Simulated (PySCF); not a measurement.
OSi, neutral, multiplicity 1. Atoms are numbered in the order given.

```xyz
2

Si     0.0000     0.0000    -0.5503
O      0.0000     0.0000     0.9630
```

Geometry: B3LYP-D3(BJ)/def2-TZVPD.

Calculation: TDA-PBE0/def2-TZVPD (PySCF).

Vertical excitations; the highest root listed may be one member of a degenerate set. Gas-phase values at a fixed geometry. State labels are in the subgroup C2v.

```
state  symmetry  energy (eV)  λ (nm)      f                                              main pairs
-----  --------  -----------  ------  -----  ------------------------------------------------------
S1           A2         5.40     230  0.000                    HOMO−1→LUMO 50 %, HOMO−2→LUMO+1 50 %
S2           B2         5.56     223  0.080                            HOMO→LUMO+1 (degenerate set)
S3           B1         5.56     223  0.080                              HOMO→LUMO (degenerate set)
S4           A2         5.63     220  0.000             HOMO−2→LUMO+1, HOMO−1→LUMO (degenerate set)
S5           A1         5.63     220  0.000             HOMO−1→LUMO+1, HOMO−2→LUMO (degenerate set)
S6           A1         7.54     165  0.001  HOMO→LUMO+2 46 %, HOMO−2→LUMO 22 %, HOMO−1→LUMO+1 22 %
S7           B1         8.38     148  0.033                          HOMO−2→LUMO+2 (degenerate set)
S8           B2         8.38     148  0.033                          HOMO−1→LUMO+2 (degenerate set)
S9           A1         8.60     144  0.001                      HOMO→LUMO+3 74 %, HOMO→LUMO+2 23 %
S10          B2         9.15     135  0.085                                      HOMO−1→LUMO+3 88 %
T1           B2         3.94     315      0                            HOMO→LUMO+1 (degenerate set)
T2           B1         3.94     315      0                              HOMO→LUMO (degenerate set)
T3           A1         4.48     276      0                    HOMO−1→LUMO+1 48 %, HOMO−2→LUMO 48 %
T4           A2         4.84     256      0                    HOMO−1→LUMO 49 %, HOMO−2→LUMO+1 49 %
```
Triplets are in the Tamm–Dancoff approximation.
